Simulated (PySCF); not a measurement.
# Choosing a basis for TDDFT

Species: lithium sodium, NaLi.
Cartesian coordinates in Å at the PBE0-D3(BJ)/def2-SVP level; atoms count from 1:
```
atom  x, y, z in Å
Li1    1.5110   -0.0875    0.0088
Na2   -1.4612   -0.0002   -0.0310
```

TDDFT with PBE0 (PySCF), vertical singlets, core orbitals frozen in the response, spherical d and f functions. Isolated species at its PBE0-D3(BJ)/def2-SVP geometry, gas phase.

| basis | functions | diffuse | S1 (eV) | S2 (eV) | S3 (eV) | S4 (eV) | S5 (eV) | LUMO (eV) | α (au) |
| --- | --- | --- | --- | --- | --- | --- | --- | --- | --- |
| def2-SVP | 24 | no | 1.98 | 3.10 | 3.10 | 3.26 | 3.91 | -1.33 | 197.9 |
| def2-SVPD | 30 | yes | 1.95 | 2.53 | 2.53 | 2.79 | 3.10 | -1.34 | 236.3 |
| 6-31G* | 32 | no | 2.04 | 2.66 | 2.66 | 2.93 | 3.26 | -1.34 | 224.9 |
| def2-TZVP | 46 | no | 2.03 | 2.72 | 2.72 | 2.94 | 3.52 | -1.35 | 217.5 |

Question: How much do these states and the polarisability depend on the basis?

Answer: States are compared by their number. Against the only diffuse basis here (def2-SVPD, itself not a converged limit), sets without diffuse functions differ by up to 0.09 eV in S1 and 0.81 eV in S5. State by state, the largest deviation of a set without diffuse functions is S1 0.09, S2 0.57, S3 0.57, S4 0.47, S5 0.81 eV. The same number needn't mean the same state in each row. Against def2-SVPD the polarisability deviates by -16% in def2-SVP, -5% in 6-31G*, -8% in def2-TZVP.
